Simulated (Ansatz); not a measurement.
bcc Li was calculated with r²SCAN (PAW; Ansatz, a first-principles code).

Settings: plane-wave cutoff 600 eV, 16×16×16 k mesh, Fermi–Dirac smearing 0.1 eV, finite displacements, scalar-relativistic PAW data made under PBE.

Computed at the level's own relaxed cell.

Li has the cubic space group Im-3m (No. 229), the bcc (W type) structure, Pearson symbol cI2. Lattice parameters: a = 3.477 Å, b = 3.477 Å, c = 3.477 Å, α = 90.00°, β = 90.00°, γ = 90.00°. Li on 2a has 8 Li at 3.011 Å (cubic). (Neighbours: up to the widest gap in distance over summed covalent radii, below 1.35, at either atom.)
(The calculation used a cell of 1 atom; values per cell refer to that cell.)

Harmonic phonon frequencies (cm⁻¹; i marks an imaginary mode):

```tsv
q point	frequencies
H	332 332 332
N	(withheld)
```

Problem. Some entries are withheld; supply them.

Solution. 
- N, frequencies: 57 190 326

No imaginary mode appears at these points.
